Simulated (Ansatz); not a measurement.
Li2H (the lowest doublet isomer of a short search) was relaxed with PBE-D4 (def2-TZVP) in Ansatz in these states: neutral doublet, neutral quartet. The geometries follow in no particular order.

A:

```xyz
3

Li   -0.461    1.760   -0.964
Li    1.850   -0.904   -0.020
H    -1.389   -0.856    0.984
```

B:

```xyz
3

Li    0.7623    1.0134   -0.4684
Li   -0.1436   -1.3229    0.2316
H    -0.6186    0.3095    0.2368
```

Judge from the bond lengths which geometry belongs to which state (an estimate).

A is the neutral quartet (Li2–H3 3.391 Å, Li1–H3 3.391 Å, Li1–Li2 3.651 Å); B is the neutral doublet (Li2–H3 1.700 Å, Li1–H3 1.703 Å, Li1–Li2 2.602 Å).

At PBE0-D4/def2-TZVP a doublet lies 3.08 eV below the neutral quartet. These are the stationary points nearest to one start from a short search; other shapes may lie lower in each state. The neutral quartet has come apart into loosely held pieces.
